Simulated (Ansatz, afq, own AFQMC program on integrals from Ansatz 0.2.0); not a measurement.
**Se, triplet → Se⁺, quartet**

A free Se atom.

E(quartet, charge +1) − E(triplet, charge +0) at this geometry, on UHF and UHF determinants.

Basis cc-pVQZ. Noble-gas cores (and the filled d shells of Ga–Kr and In–Xe) are frozen. Ansatz 0.2.0 and our own AFQMC program on the same integrals; the CISD trial comes from CCSD amplitudes, and released means the phaseless constraint is let go. Free projection: walkers drawn from exp(T), propagated without any constraint. Its projection time is finite, and what remains of the start isn't in its error. ± is one standard error of the sampling. No spin–orbit coupling. The errors of all members are added in quadrature.

No full CI on the walks' own integrals is used here; CCSDT(Q) serves as the reference and is uncertain by about the last step of the cluster series. Each member takes its own surest rung, up to full CI.

Errors are counted within cc-pVQZ, not against nature.

Cautions: inner d shell frozen; no relativity below Rb; no spin-orbit coupling.

Reference (CCSDT(Q)): 219.6 kcal/mol.

```json
{"level": "HF", "vertical ionization energy (kcal/mol)": "198.0", "error against CCSDT(Q) (kcal/mol)": "-21.7"}
{"level": "MP2", "vertical ionization energy (kcal/mol)": "215.8", "error against CCSDT(Q) (kcal/mol)": "-3.8"}
{"level": "CCSD", "vertical ionization energy (kcal/mol)": "218.6", "error against CCSDT(Q) (kcal/mol)": "-1.0"}
{"level": "CCSD(T)", "vertical ionization energy (kcal/mol)": "219.5", "error against CCSDT(Q) (kcal/mol)": "-0.1"}
{"level": "CCSDT", "vertical ionization energy (kcal/mol)": "219.6", "error against CCSDT(Q) (kcal/mol)": "0.0"}
{"level": "ph-AFQMC/HF", "vertical ionization energy (kcal/mol)": "218.3 ± 0.5", "error against CCSDT(Q) (kcal/mol)": "-1.3 ± 0.5"}
{"level": "ph-AFQMC/CISD", "vertical ionization energy (kcal/mol)": "219.5 ± 0.03", "error against CCSDT(Q) (kcal/mol)": "-0.1 ± 0.03"}
{"level": "released AFQMC", "vertical ionization energy (kcal/mol)": "219.6 ± 0.03", "error against CCSDT(Q) (kcal/mol)": "0.0 ± 0.03"}
{"level": "free AFQMC", "vertical ionization energy (kcal/mol)": "219.6 ± 0.04", "error against CCSDT(Q) (kcal/mol)": "0.0 ± 0.04"}
```

Correlation beyond CCSD(T) adds 0.1 kcal/mol. The perturbative (T) step is worth +0.9 kcal/mol.

Free projections are given only where their last times agree within the noise and don't stop above the reference; a slow remainder of the start can still hide under it. A walk keeps the symmetry of its determinant, which the program's search chose and which needn't be the lowest solution, so a lower state of the same spin and another symmetry isn't excluded. Released energies are given only where the last usable release times agree within the noise; a slower fall can still hide under it.
